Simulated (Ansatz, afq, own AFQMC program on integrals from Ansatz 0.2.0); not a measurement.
Two steps: Ansatz 0.2.0 writes the Fock matrix and Cholesky factors of the valence space, and afq projects on them the lowest state that overlaps trial and start.

```yaml
crystal:
  periodic: [false, false, false]
  atoms:
    - {symbol: Al, position_ang: [0.000000, 0.000000, 0.000000]}
    - {symbol: H, position_ang: [0.000000, 0.000000, 1.604550]}
basis:
  gaussian: {orbitals: cc-pVQZ}
total_charge: 1
magnetization: {spin_polarized: true, initial_magnetization: 1}
correlation: {method: ccsd_t, electrons: outside_noble_gas, hamiltonian_folder: ham}
```

```sh
$ ansatz run in.yaml --threads 1 --pin off --events-out ev --progress --plain --max-ram 16896MiB --backend cuda --devices 0, --max-vram 18GiB
```

Options of the walk:

```
--method free --trial cisd --walkers 1200 --time-step 0.03 --max-blocks 4000 --target-error 0.00022 --factor-cut 1e-05 --seed 4713 --times 0,0.3,0.6,1.2,1.8,2.4,3.6,4.8,6 --taylor-order 8
```

Times are imaginary, in 1/Eh. The walk had a cap of 117 s.

afq prints:

```
orbitals 84  electrons 2 1  factors 523 of 524
reference energy -242.19815256 Eh
CCSD correlation -0.04728345 Eh in 11 cycles, weight of the determinant in the CISD state 0.9564
repeat  energy at the last time / Eh  error
    10  -242.246331  0.000023
    20  -242.246326  0.000021
    30  -242.246313  0.000016
time / (1/Eh)  energy / Eh  error  mean overlap
  0.00  -242.245436  0.000000  1.0459
  0.30  -242.245821  0.000003  1.0438
  0.60  -242.246017  0.000005  1.0422
  1.20  -242.246188  0.000006  1.0407
  1.80  -242.246257  0.000007  1.0382
  2.40  -242.246278  0.000008  1.0370
  3.60  -242.246315  0.000013  1.0288
  4.80  -242.246293  0.000013  1.0291
  6.00  -242.246313  0.000016  1.0217
energy -242.246313 +/- 0.000016 Eh
```

The run passed its tests (error under three times the target), which doesn't prove that it has relaxed.

Against this walk (error 0.4 meV) on the same determinant: CCSD(T) 6.1 meV higher, full CI (a separate run on its own orbitals, whose frozen core shifts it by up to a few meV) 0.9 meV higher. The error is statistical, and a free projection of finite length keeps a remainder of its start.

Cautions: remainder of the start not in the error; full CI with its own frozen core.

The walk took 29 s on 2 threads of a server CPU with a shared H100 80 GB, shared host (the card was shared). The log's last line is the free-projection energy.

A walk keeps the symmetry of its determinant, which the program's search chose and which needn't be the lowest solution, so a lower state of the same spin and another symmetry isn't excluded.
